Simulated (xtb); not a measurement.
A geometry relaxed with GFN2-xTB (xtb), charge 0, multiplicity 2:

```xyz
4

H     -0.7889    -0.7191    -0.0005
C      0.0000     0.0000    -0.0002
H      1.0172    -0.3237    -0.0027
H     -0.2282     1.0428     0.0034
```

Question: Write the SMILES of this molecule.

Answer: `[CH3]`
